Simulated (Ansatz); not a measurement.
**H₃Si–CH, triplet: the ladder up to UCCSDT(Q)**

Geometry: that of the H3Si–CH, singlet, kept fixed.

```yaml
atoms:
  - { symbol: Si, position_ang: [0.0000, 0.0307, 0.5270] }
  - { symbol: C, position_ang: [0.0000, -0.1313, -1.3337] }
  - { symbol: H, position_ang: [0.0000, 1.3484, 1.2278] }
  - { symbol: H, position_ang: [1.2153, -0.7351, 0.9276] }
  - { symbol: H, position_ang: [-1.2153, -0.7351, 0.9276] }
  - { symbol: H, position_ang: [0.0000, 0.8327, -1.8739] }
```

Basis cc-pVDZ; Ansatz 0.2.0. Correlated methods freeze the noble-gas cores, which leaves 12 electrons in 46 orbitals. Prefix R: restricted or restricted open-shell reference; prefix U: unrestricted.

Full CI isn't at hand for all of this; UCCSDT(Q) serves as the reference, and is uncertain by about the last step of the cluster series. The frozen core follows each run's orbitals, which can shift R against U totals by a few meV.

For open shells CISD is restricted-active-space CI with the open shells as a complete middle space.

The UHF ⟨S²⟩ is 2.016. The T1 diagnostic (RCCSD) is 0.0195 and the largest doubles amplitude (RCCSD) is 0.026. The T1 diagnostic (UCCSD) is 0.0140.

From what is known of these methods and the diagnostics, rank them by the size of their error in total energy against UCCSDT(Q) in cc-pVDZ, smallest first (an estimate: the text doesn't fix the numbers).
A. BCCD(T)
B. CISD
C. UCCSDT
D. RCCSD
E. RMP2

C (6 meV), A (35 meV), D (176 meV), B (665 meV), E (1333 meV).

All errors are against UCCSDT(Q) in cc-pVDZ. Within each family the higher level lies nearer, as is usual though not guaranteed.
